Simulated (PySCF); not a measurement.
Gas-phase reaction: 2 H3SiOCH3 + C2H4 → 2 CH3SiH3 + CO2 + CH4

Method: PySCF energies (xtb for GFN2) plus ideal-gas RRHO corrections (1 bar). † marks an energy on the PBE0/def2-TZVP geometry and frequencies; other levels use their own. MP2 and CCSD(T) freeze the core. 6-31G* has spherical d functions here. All species are closed-shell singlets. B3LYP is the form with VWN-RPA correlation. MP2 isn't extrapolated to the basis-set limit; its ΔH°(298 K) is -151.2 kJ in def2-SVP and -98.8 kJ in def2-TZVPP. CCSD(T) isn't extrapolated to the basis-set limit; its ΔH°(298 K) is -131.6 kJ in def2-SVP and -86.0 kJ in def2-TZVPP. The harmonic model lacks anharmonicity and excited electronic states, which grow with temperature; levels with a mode under 35 cm⁻¹ are left out. Internal rotation in H3SiOCH3, CH3SiH3 is treated as a harmonic vibration of one conformer, which makes the entropy rough.

```tsv
level	ΔE electronic, kJ	ΔH°(298 K), kJ	ΔS°(298 K), J/K	ΔG°(1400 K), kJ
B3LYP/6-31G*	-100	-114	100	-256
B3LYP/def2-TZVP†	-83	-98	94	-232
BLYP/def2-TZVP†	-104	-119	94	-253
CCSD(T)/def2-TZVPP†	-71	-86	94	-220
GFN2-xTB	73	68	102	-71
HF/def2-TZVP†	-59	-74	94	-208
MP2/def2-SVP†	-136	-151	94	-285
LDA/def2-TZVP†	-67	-82	94	-216
```
ΔH° is lowest at MP2/def2-SVP† and highest at GFN2-xTB. No reference value is set beside these.
